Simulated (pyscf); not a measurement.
Thermochemistry of product channels of [F–W(F)(F)(F)–F]• + H₂O on the doublet surface, in kcal/mol, from ωB97M-D3(BJ)/def2-TZVP energies (ideal gas, 1 atm, RRHO with modes under 100 cm⁻¹ raised to 100, one conformer, R ln 2 for rigid chiral ones). Structures and frequencies: ωB97X-D3(BJ)/def2-SVP in PySCF.

```csv
products,ΔE,ΔH(298 K),ΔG(900 K),ΔG(1200 K)
F–WH(F)(F)(F)–F + OH•,[?],+69.0,+74.8,+76.5
F–WH(F)(F)(F)–F + O [triplet] + H•,+176.9,+170.2,+155.7,[?]
```

Problem. Fill in the missing entries.

Solution. 
- F–WH(F)(F)(F)–F + OH•, ΔE: +71.3
- F–WH(F)(F)(F)–F + O [triplet] + H•, ΔG(1200 K): +149.9

These are energies of the channels, which say nothing of barriers. Left out: orbital degeneracy and the spin-orbit lowering of OH, O. Open-shell species with a d-block atom are single-reference here; other states, and whether the spin sits on metal or ligand, were not checked. Elements past Kr carry the def2 core potentials, without spin-orbit coupling.
